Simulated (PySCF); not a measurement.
## CH4MgO

CH4MgO is a small molecule, neutral, singlet. The structure, one conformer, was relaxed in the gas phase by PBE0-D3(BJ)/def2-SVP. No frequency run checks that it is a minimum.

SMILES: [CH3][Mg][OH]

```csv
atom,x (Å),y (Å),z (Å)
O1,2.440,-0.545,-0.006
Mg2,0.714,-0.159,0.000
C3,-1.327,0.266,-0.009
H4,3.386,-0.643,0.024
H5,-1.519,1.348,-0.102
H6,-1.819,-0.072,0.919
H7,-1.845,-0.229,-0.848
```

Shieldings: GIAO PBE0/pcSseg-2. Shifts are against computed references at the same level: C TMS (σ 184.1 ppm), H TMS (σ 31.24 ppm). Core levels by delta-SCF with SCAN, pcX-2 on the ionised atom and pcseg-1 elsewhere, spin-free X2C; from the vacuum level, for chosen atoms.

**Question.** Give the shieldings and core levels atom by atom.

**Answer.** 
```json
{"atoms": "O1", "bonded to": "1 Mg + 1 H", "σ (ppm)": "343.0", "δ (ppm)": "-", "core level (eV)": "1s 536.45"}
{"atoms": "Mg2", "bonded to": "1 C + 1 O", "σ (ppm)": "508.9", "δ (ppm)": "-", "core level (eV)": "1s 1311.02"}
{"atoms": "C3", "bonded to": "1 Mg + 3 H", "σ (ppm)": "212.2", "δ (ppm)": "-28.1", "core level (eV)": "1s 289.17"}
{"atoms": "H4", "bonded to": "1 O", "σ (ppm)": "31.21", "δ (ppm)": "0.03", "core level (eV)": "-"}
{"atoms": "H5 H6 H7", "bonded to": "1 C", "σ (ppm)": "32.25", "δ (ppm)": "-1.01", "core level (eV)": "-"}
```

Values are those of this one static structure, with the three H of a rotating XH3 group averaged; atoms that internal rotation interchanges would show their mean in an NMR spectrum.

**Question.** By CAM-B3LYP/def2-SVPD (TDDFT singlets, Tamm-Dancoff triplets, ionisation by delta-SCF), where does absorption start, and what does vertical ionisation take?

**Answer.** The lowest singlet lies at 5.83 eV (f 0.218), the lowest triplet at 4.83 eV; vertical ionisation takes 10.84 eV.
